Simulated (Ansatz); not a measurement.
```yaml
crystal:
  periodic: [false, false, false]
  atoms:
    - {symbol: Al, position_ang: [0.000000, 0.000000, -2.181567]}
    - {symbol: Si, position_ang: [0.000000, 0.000000, 0.188968]}
    - {symbol: B, position_ang: [0.000000, 0.000000, 1.992599]}
basis:
  gaussian: {orbitals: def2-TZVP}
magnetization: {spin_polarized: true, initial_magnetization: 2}
hamiltonian: {xc: pbe0}
relax: {f_tol: 0.004, max_steps: 80}
```

```sh
$ ansatz run in.yaml --threads 1 --pin off --events-out ev --progress --plain --max-ram 2176MiB
```

Steps of the relaxation (energy above the last step; positions in Å, forces in eV/Å):

```
3
step 1, 94.1 meV
Al    0.000    0.000   -2.182    0.000    0.000   -1.132
Si    0.000    0.000    0.189    0.000    0.000    0.095
B     0.000    0.000    1.993    0.000    0.000    1.037
```

```
3
step 2, 6.5 meV
Al    0.000    0.000   -2.263    0.000    0.000   -0.213
Si    0.000    0.000    0.218    0.000    0.000   -0.169
B     0.000    0.000    2.045    0.000    0.000    0.382
```

```
3
step 3, 0.1 meV
Al    0.000    0.000   -2.289    0.000    0.000    0.003
Si    0.000    0.000    0.224    0.000    0.000   -0.061
B     0.000    0.000    2.065    0.000    0.000    0.058
```

```
3
step 5, 0.0 meV
Al    0.000    0.000   -2.289    0.000    0.000    0.000
Si    0.000    0.000    0.222    0.000    0.000    0.000
B     0.000    0.000    2.067    0.000    0.000    0.000
```

Close pairs at the end: Si2–B3 1.845 Å, Al1–Si2 2.512 Å.

A stationary point of unrestricted PBE0 after 5 steps, with ⟨S²⟩ = 2.139 against 2.00 for a pure state; no frequencies were run, so it isn't proven a minimum. 19 s on 1 thread of Intel Xeon 6975P-C, shared host.
